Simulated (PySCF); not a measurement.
**Structure elucidation problem**

An unknown has the formula C3HN. Its calculated NMR data are:

¹H NMR (400 MHz, computed): δ 1.55 (s, 1H).

¹³C{¹H} NMR (computed): δ 111.3 (C), 74.0 (CH), 62.5 (C).

Non-relativistic Hamiltonian, no solvent model, one conformer. PBE0-D3(BJ)/def2-TZVP geometry; shieldings: GIAO B97-2/pcSseg-2; PySCF 2.14.

Referencing at the same level of theory: TMS for ¹H (σref 31.64), ¹³C (σref 185.38).

Problem. What is the structure?

Solution. 
- The formula gives 4 degrees of unsaturation (no ring in the answer).
- 3 carbon signals for 3 carbons: no two carbons are equivalent.
- Carbon types of the structure: 2 × C, 1 × CH, which accounts for all hydrogens.
- δC 111.3: nitrile carbon; typical of a nitrile.
- δC 74.0: terminal alkyne carbon; the triple bond shields along its axis, which puts it between sp3 and sp2 carbons.
- δC 62.5: alkyne carbon; sp carbons lie upfield of alkene carbons because the cylindrical π system leaves one tensor component strongly shielded.
- δH 1.55: hydrogen on a terminal alkyne carbon; it lies on the axis of the triple bond, in its shielding cone.

These data were computed for Cyanoacetylene (C#CC#N).

Shifts are as computed. Against solution values, carbons near 30 ppm lie about +3 ppm off and those near 130 ppm about +7 ppm. Of 1211 compounds with measured shifts, 218 miss one by over three times the rms of a fit or turn the order of signals round; such compounds aren't used in these exercises.
